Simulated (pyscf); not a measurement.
H₃Si–SiH₃ + H₂O → HO–SiH₂–SiH₃ + H₂, a four-centre exchange (singlet surface; H–Si, H–O broken, O–Si, H–H formed). PySCF, gas phase, ωB97X-D3(BJ)/def2-SVP geometries. Energies in kcal/mol from the separated reactants.

AM1 to PM7: differences of heats of formation from MOPAC, which are fitted to 298 K values and so differ in kind from electronic energies by zero-point and thermal terms. 

### Question
Quick PM6 single points give ΔE‡ = 22.7 kcal/mol and ΔE = -42.7 kcal/mol. What does ωB97M-D3(BJ)/def2-TZVP give, and how far is the quick result from it?

### Answer
ωB97M-D3(BJ)/def2-TZVP gives ΔE‡ = 36.1 kcal/mol and ΔE = -14.0 kcal/mol. PM6 lies 13.4 kcal/mol under it in the barrier and 28.7 kcal/mol under it in the reaction energy, so on this step it does not hold to within 3.0 kcal/mol. ωB97M-D3(BJ)/def2-TZVP has limits of its own. HO–SiH₂–SiH₃ lies 27.0 kcal/mol over its isomer H₃Si–O–SiH₃ (electronic energy, ωB97M-D3(BJ)/def2-TZVP). This is the saddle that the search found; another between the same sides may lie lower.
